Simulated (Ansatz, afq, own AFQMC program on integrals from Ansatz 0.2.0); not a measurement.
Two steps: Ansatz 0.2.0 writes the Fock matrix and Cholesky factors of the valence space, and afq projects on them the lowest state that overlaps trial and start.

```yaml
crystal:
  periodic: [false, false, false]
  atoms:
    - {symbol: Si, position_ang: [-0.006834, 0.000000, 1.147946]}
    - {symbol: Al, position_ang: [-0.074061, 0.000000, -1.113916]}
    - {symbol: H, position_ang: [0.828756, 1.024945, 0.213016]}
    - {symbol: H, position_ang: [0.828757, -1.024944, 0.213016]}
    - {symbol: H, position_ang: [0.515433, 0.000000, -2.594301]}
basis:
  gaussian: {orbitals: cc-pVDZ}
magnetization: {spin_polarized: false}
correlation: {method: ccsd_t, electrons: outside_noble_gas, hamiltonian_folder: ham}
```

```sh
$ ansatz run in.yaml --threads 1 --pin off --events-out ev --progress --plain --max-ram 1843MiB
```

Options of the walk:

```
--method phaseless --trial cisd --walkers 60 --populations 1 --least-time 40 --time-step 0.005 --steps-per-block 50 --equilibration-blocks 28 --max-blocks 300 --target-error 0.00038 --factor-cut 1e-05 --seed 2414 --release-times 0.24,0.51,0.99,1.62,2.4 --release-step 0.03 --release-every 4 --taylor-order 6
```

Times are imaginary, in 1/Eh. The walk had a cap of 656 s.

Log:

```
orbitals 41  electrons 5 5  factors 320 of 495
reference energy -532.51283830 Eh
CCSD correlation -0.20552542 Eh in 11 cycles, weight of the determinant in the CISD state 0.8563
energy of the start -532.718364 Eh
 block  time / (1/Eh)  mean weight  energy / Eh
     1     0.250  0.9999  -532.715117
     2     0.500  0.9975  -532.716017
     3     0.750  1.0005  -532.717740
     4     1.000  1.0001  -532.719272
     5     1.250  1.0006  -532.718177
     8     2.000  0.9998  -532.721455
    13     3.250  1.0003  -532.726997
    31     7.750  0.9990  -532.726636
    49    12.250  0.9994  -532.727816
    67    16.750  1.0009  -532.728745
    85    21.250  1.0007  -532.729181
   103    25.750  0.9989  -532.729579
   121    30.250  0.9981  -532.735557
   139    34.750  0.9990  -532.726278
   157    39.250  0.9995  -532.727560
   175    43.750  1.0016  -532.732911
   193    48.250  1.0005  -532.726185
   211    52.750  1.0017  -532.725010
   229    57.250  1.0019  -532.722785
   241    60.250  0.9996  -532.722434
   247    61.750  0.9995  -532.730946
   265    66.250  0.9992  -532.727604
   277    69.250  0.9991  -532.729280
blocks merged  error / Eh  count
     1  0.000225  250
     2  0.000287  125
     4  0.000344  62
     8  0.000342  31
    16  0.000301  15
released: time / (1/Eh)  energy / Eh  error  mean overlap
  0.24  -532.728654  0.000487  0.9986
  0.51  -532.728267  0.000448  1.0018
  0.99  -532.728244  0.000430  0.9999
  1.62  -532.727228  0.000449  1.0145
  2.40  -532.727850  0.000605  1.0260
energy -532.727875 +/- 0.000344 Eh
(rows thinned)
```

The run passed its tests (sampling time, drift between the halves within three errors, error under three times the target), which doesn't prove that it has relaxed.

Against this walk (error 9.4 meV) on the same determinant: CCSD(T) 44.7 meV higher, CCSDT(Q) 5.1 meV lower (within the noise). The error is statistical and leaves out the bias of the constraint. Released to 2.40 1/Eh the energy moves by 1 ± 19 meV (both errors), within twice the noise.

Cautions: constraint bias not in the error.

The walk took 3 min on 1 thread of Arm Neoverse V2 (shared host). The log's last line is the phaseless energy.

CCSDT and higher add their correlation energy to the determinant of the CCSD(T) run, since their own runs factorise the integrals more tightly (a shift of under 2 meV). A walk keeps the symmetry of its determinant, which the program's search chose and which needn't be the lowest solution, so a lower state of the same spin and another symmetry isn't excluded.
